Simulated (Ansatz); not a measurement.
# AlNH+ (singlet): wave-function methods side by side, cc-pVTZ

An exercise on one series of results from a longer session: the logs are not shown, and one member is left open.

Program: Ansatz 0.2.0, Gaussian basis. Level of theory: cc-pVTZ, core rule «outside noble gas», up to 6 orbitals frozen. These are calculated values, not measurements.

The runs, in order: UHF; CCSD(T) on RHF; CCSD(T) on UHF; BCCD(T) on RHF; CCSDT(Q) on RHF; CCSDT(Q) on UHF.

12 further runs of the same task are left out: 7 for a known fault of the program, 5 set aside as unsound or not needed.

## The system

The geometry is a PBE0/def2-TZVP stationary point (not a proven minimum) of the parent state, kept for this charge and spin.

3 atoms, charge 1, spin multiplicity 1.

Atoms are counted from 1 here; the program's logs count them from 0.

Bond lengths: Al1–N2 1.737 Å, N2–H3 1.016 Å. Angles: Al1–N2–H3 130.8°.

Set-up of the first run:

Input file in.yaml:

```yaml
crystal:
  periodic: [false, false, false]
  atoms:
    - {symbol: Al, position_ang: [0.000000, 0.032676, 0.636525]}
    - {symbol: N, position_ang: [0.000000, -0.106661, -1.095305]}
    - {symbol: H, position_ang: [0.000000, 0.607486, -1.818390]}
basis:
  gaussian: {orbitals: cc-pVTZ}
total_charge: 1
magnetization: {spin_polarized: true, initial_magnetization: 0}
hamiltonian: {xc: hf}
output: {orbitals: {seedname: orbitals}}
```

Command:

```sh
$ ansatz run in.yaml --threads 1 --pin off --events-out ev --progress --plain --max-ram 4096MiB --backend cpu
```

Steps of the session up to this table: UHF; CCSD(T) on RHF; CCSD(T) on UHF; BCCD(T) on RHF; CCSDT(Q) on RHF; CCSDT(Q) on UHF.

One table of the session follows, with a row left open; its other results are not shown here.

It belongs to the step «Misses and costs». 

| method | from RCCSDT(Q) (kJ/mol) |
| --- | --- |
| RHF | +805.5 |
| UHF | ? |
| RMP2 | +135.7 |
| UMP2 | +73.9 |
| RCCSD | +61.9 |
| UCCSD | +28.4 |
| RCCSD(T) | +5.5 |
| UCCSD(T) | +5.2 |
| BCCD(T) | +9.2 |
| RCCSDT | +7.4 |
| UCCSDT | -5.1 |
| RCCSDT(Q) | 0 |
| UCCSDT(Q) | -11.4 |

Q: Estimate the row for UHF from the others.

The run gave: from RCCSDT(Q) (kJ/mol): +590.7. In the column «from RCCSDT(Q) (kJ/mol)» it lies between RMP2 (+135.7) and RHF (+805.5).

The program flags UCCSD(T), UCCSDT(Q) as in doubt (see the logs), so those rows may rest on another solution; read them beside their warnings.

To keep in mind: The determinant is far from a pure spin state, so its energy mixes those of several spin states (harmless only where they are near-degenerate, as at dissociation). The program flags UCCSD(T), UCCSDT(Q) as in doubt, so those rows may rest on another solution; read them beside their warnings. Warnings: restricted reference is unstable; spin contamination; large T1 diagnostic. Restricted and unrestricted rows rest on different reference determinants; where their highest levels disagree by more than a few hundredths of an eV, they describe different states and don't form one ladder.
